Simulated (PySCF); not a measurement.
SiH: script and output

The script input.py:

```python
from pyscf import gto, dft

mol = gto.M(
    atom='Si 0 0 0; H 0 0 1.292',
    basis='def2-tzvp',
    charge=0,
    spin=1,
    verbose=3,
)
mf = dft.ROKS(mol, xc='r2scan')
mf.kernel()
mf.dip_moment()
print('orbital energies (hartree):', mf.mo_energy[..., max(0, mol.nelec[1]-3):mol.nelec[0]+3].round(4))
```

```bash
$ OMP_NUM_THREADS=1 python input.py
```

The log:

```
converged SCF energy = -289.93120642393
Dipole moment(X, Y, Z, Debye):  0.00000,  0.00000,  0.69109
orbital energies (hartree): [-3.5521 -0.4762 -0.2495 -0.1388 -0.1312  0.0723  0.1637]
```

In short: E(SCF) = -289.931206 Eh, μz(SCF) = 0.69 D.

Run time: 3.9 s on 1 thread of Arm Neoverse V1 (shared host), peak memory 0.17 GiB.

The bond length is a typed value, not an optimised one. No search for the lowest solution was made.
